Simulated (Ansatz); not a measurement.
Input for Ansatz (development build ahead of 0.2.0):

```yaml
crystal:
  periodic: [false, false, false]
  atoms:
    - { symbol: C, position_ang: [0.03648, 0.0196, -0.16223] }
    - { symbol: H, position_ang: [-0.03056, 0.76209, 0.45643] }
    - { symbol: H, position_ang: [0.03787, -0.71945, 0.44392] }
basis:
  gaussian: { orbitals: def2-SVP }
hamiltonian:
  xc: hf
```

The input is written out in the form of the current development build from the run's settings.

Results

```yaml
Converged: yes
Total_energy: -38.81158 hartree
Spin_squared_of_the_determinant: 0.000
```

Caution: no unrestricted run beside it, a lower state can exist; another spin multiplicity may lie lower.
